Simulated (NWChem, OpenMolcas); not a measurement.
**A ladder of methods for C2H3F3 (1,1,1-trifluoroethane)**

C2H3F3 has 8 atoms, charge 0, and is taken as a singlet. SMILES: `CC(F)(F)F`. The shape is that of a PBE0-D4/def2-TZVP optimisation.

Each level gives the vertical energy of the triplet above the singlet (eV). The values are calculated.

```tsv
level	kind	program	value (eV)	CPU time (all runs)
HF/cc-pVDZ	Hartree–Fock	NWChem	11.38	1.8 min
SVWN5/cc-pVDZ	LDA	OpenMolcas	10.62	4.3 min
BLYP/cc-pVDZ	GGA	OpenMolcas	10.52	3.1 min
r2SCAN/cc-pVDZ	meta-GGA	OpenMolcas	10.94	5.3 min
BHLYP/cc-pVDZ	global hybrid	OpenMolcas	11.93	2.8 min
PBE0/cc-pVDZ	global hybrid	OpenMolcas	11.38	2.4 min
B2PLYP/cc-pVDZ	double hybrid	NWChem	11.61	2.1 min
MP2/cc-pVDZ	perturbation theory	NWChem	11.84	2.7 min
```

The values span 10.52 to 11.93 eV. A triplet this far above the singlet is often a Rydberg-like or dissociative state; sets without diffuse functions put Rydberg states too high. Times are those of the runs behind each value, whatever else they computed, on shared processors of several kinds: orders of magnitude only.
